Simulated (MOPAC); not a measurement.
A run for MOPAC: PM3 on dimethylamine (SMILES CNC).

```
PM3 1SCF PRECISE CHARGE=0 THREADS=1
C2H7N

C      1.18177237 1    -0.27817891 1     0.09546909 1
N     -0.03022051 1    -0.14289842 1    -0.69507638 1
C     -1.20202118 1     0.16266809 1     0.10847705 1
H      1.40067404 1     0.59634599 1     0.73071605 1
H      1.09083400 1    -1.14630005 1     0.75296607 1
H      2.03520376 1    -0.44771494 1    -0.56222965 1
H      0.09789069 1     0.57068124 1    -1.40143811 1
H     -2.06653321 1     0.31083100 1    -0.53984618 1
H     -1.42062326 1    -0.68183863 1     0.76667789 1
H     -1.08697672 1     1.05640462 1     0.74428417 1
```

It printed:

```
*******************************************************************************
 **                                                                           **
 **                              MOPAC v23.2.5                                **
 **                                                                           **
 *******************************************************************************
 ** MOPAC's Digital Object Identifier: https://doi.org/10.5281/zenodo.6511958 **
 **                                                                           **
 ** Please cite the open-source release paper for use of this MOPAC version:  **
 ** J. E. Moussa and J. J. P. Stewart (2026)                                  **
 ** MOPAC: An open-source semiempirical molecular orbital program             **
 ** J. Open Source Softw., 11(119), 8025, https://doi.org/10.21105/joss.08025 **
 *******************************************************************************

                              PM3 CALCULATION RESULTS

 *******************************************************************************
 *  PM3        - The PM3 Hamiltonian to be used
 *
 *
 *
 *                 CHARGE ON SYSTEM = 0
 *
 *
 *
 *  PRECISE    - TIGHTER CRITERIA TO BE USED
 *  1SCF       - DO 1 SCF AND THEN STOP
 *  THREADS=1  - MULTI-THREADING NOT USED
 *  T=         - A TIME OF 172800.0 SECONDS REQUESTED
 *  DUMP=N     - RESTART FILE WRITTEN EVERY 7200.0 SECONDS REQUESTED
 *******************************************************************************
PM3 1SCF PRECISE CHARGE=0 THREADS=1
 C2H7N

   ATOM   CHEMICAL          X               Y               Z
  NUMBER   SYMBOL      (ANGSTROMS)     (ANGSTROMS)     (ANGSTROMS)

     1       C          1.18177237  *  -0.27817891  *   0.09546909  *
     2       N         -0.03022051  *  -0.14289842  *  -0.69507638  *
     3       C         -1.20202118  *   0.16266809  *   0.10847705  *
     4       H          1.40067404  *   0.59634599  *   0.73071605  *
     5       H          1.09083400  *  -1.14630005  *   0.75296607  *
     6       H          2.03520376  *  -0.44771494  *  -0.56222965  *
     7       H          0.09789069  *   0.57068124  *  -1.40143811  *
     8       H         -2.06653321  *   0.31083100  *  -0.53984618  *
     9       H         -1.42062326  *  -0.68183863  *   0.76667789  *
    10       H         -1.08697672  *   1.05640462  *   0.74428417  *



          CARTESIAN COORDINATES

    NO.       ATOM           X           Y           Z

     1         C          1.1818     -0.2782      0.0955
     2         N         -0.0302     -0.1429     -0.6951
     3         C         -1.2020      0.1627      0.1085
     4         H          1.4007      0.5963      0.7307
     5         H          1.0908     -1.1463      0.7530
     6         H          2.0352     -0.4477     -0.5622
     7         H          0.0979      0.5707     -1.4014
     8         H         -2.0665      0.3108     -0.5398
     9         H         -1.4206     -0.6818      0.7667
    10         H         -1.0870      1.0564      0.7443

  H: (PM3): J. J. P. STEWART, J. COMP. CHEM. 10, 209 (1989).
  C: (PM3): J. J. P. STEWART, J. COMP. CHEM. 10, 209 (1989).
  N: (PM3): J. J. P. STEWART, J. COMP. CHEM. 10, 209 (1989).

           Empirical Formula: C2 H7 N  =    10 atoms



      MOLECULAR POINT GROUP   :   Cs


      RHF CALCULATION, NO. OF DOUBLY OCCUPIED LEVELS = 10


 -------------------------------------------------------------------------------
 PM3 1SCF PRECISE CHARGE=0 THREADS=1
 C2H7N



     1SCF WAS SPECIFIED, SO BFGS WAS NOT USED
     SCF FIELD WAS ACHIEVED


                              PM3 CALCULATION
                                                       MOPAC v23.2.5 Linux




          FINAL HEAT OF FORMATION =         -7.34226 KCAL/MOL =     -30.72000 KJ/MOL


          COSMO AREA              =         91.87 SQUARE ANGSTROMS
          COSMO VOLUME            =         74.29 CUBIC ANGSTROMS

          IONIZATION POTENTIAL    =          9.179452 EV
          HOMO LUMO ENERGIES (EV) =         -9.179  2.949
          NO. OF FILLED LEVELS    =         10
          MOLECULAR WEIGHT        =         45.0840         POINT GROUP:  Cs

          MOLECULAR DIMENSIONS (Angstroms)

            Atom       Atom       Distance
            H     8    H     6     4.17135
            H     7    H     5     2.63526
            H    10    N     2     1.62926


          SCF CALCULATIONS        =          1





   ATOM   CHEMICAL          X               Y               Z
  NUMBER   SYMBOL      (ANGSTROMS)     (ANGSTROMS)     (ANGSTROMS)

     1       C          1.18177237  *  -0.27817891  *   0.09546909  *
     2       N         -0.03022051  *  -0.14289842  *  -0.69507638  *
     3       C         -1.20202118  *   0.16266809  *   0.10847705  *
     4       H          1.40067404  *   0.59634599  *   0.73071605  *
     5       H          1.09083400  *  -1.14630005  *   0.75296607  *
     6       H          2.03520376  *  -0.44771494  *  -0.56222965  *
     7       H          0.09789069  *   0.57068124  *  -1.40143811  *
     8       H         -2.06653321  *   0.31083100  *  -0.53984618  *
     9       H         -1.42062326  *  -0.68183863  *   0.76667789  *
    10       H         -1.08697672  *   1.05640462  *   0.74428417  *

                             CARTESIAN COORDINATES

   1    C        1.181772370    -0.278178910     0.095469090
   2    N       -0.030220510    -0.142898420    -0.695076380
   3    C       -1.202021180     0.162668090     0.108477050
   4    H        1.400674040     0.596345990     0.730716050
   5    H        1.090834000    -1.146300050     0.752966070
   6    H        2.035203760    -0.447714940    -0.562229650
   7    H        0.097890690     0.570681240    -1.401438110
   8    H       -2.066533210     0.310831000    -0.539846180
   9    H       -1.420623260    -0.681838630     0.766677890
  10    H       -1.086976720     1.056404620     0.744284170


           Empirical Formula: C2 H7 N  =    10 atoms



      MOLECULAR POINT GROUP   :   Cs


                  EIGENVALUES
 -35.42959 -27.38484 -21.42027 -16.76327 -15.30460 -15.21446 -13.31119 -12.80724
 -12.65649  -9.17945   2.94880   3.77591   3.83195   4.13033   4.33352   4.35386
   4.44170   5.63516   5.82821


              NET ATOMIC CHARGES AND DIPOLE CONTRIBUTIONS

  ATOM NO.   TYPE          CHARGE      No. of ELECS.   s-Pop       p-Pop
    1          C          -0.102295        4.1023     1.14776     2.95453
    2          N          -0.049137        5.0491     1.47050     3.57863
    3          C          -0.102295        4.1023     1.14776     2.95453
    4          H           0.017514        0.9825     0.98249
    5          H           0.044612        0.9554     0.95539
    6          H           0.043955        0.9560     0.95604
    7          H           0.041563        0.9584     0.95844
    8          H           0.043956        0.9560     0.95604
    9          H           0.044612        0.9554     0.95539
   10          H           0.017514        0.9825     0.98249
 DIPOLE           X         Y         Z       TOTAL
 POINT-CHG.    -0.014    -0.077     0.001     0.079
 HYBRID         0.218     1.160     0.569     1.310
 SUM            0.203     1.083     0.570     1.240


          ATOMIC ORBITAL ELECTRON POPULATIONS

     Atom    s        px        py        pz
    1  C   1.14776   0.96167   1.00307   0.98979
    2  N   1.47050   0.97635   1.50006   1.10222
    3  C   1.14776   0.96766   0.99779   0.98908
    4  H   0.98249
    5  H   0.95539
    6  H   0.95604
    7  H   0.95844
    8  H   0.95604
    9  H   0.95539
   10  H   0.98249

 **********************
 *                    *
 * JOB ENDED NORMALLY *
 *                    *
 **********************




 == MOPAC DONE ==
```

The run finished.

Cost: around 0.020 core-seconds (rough).
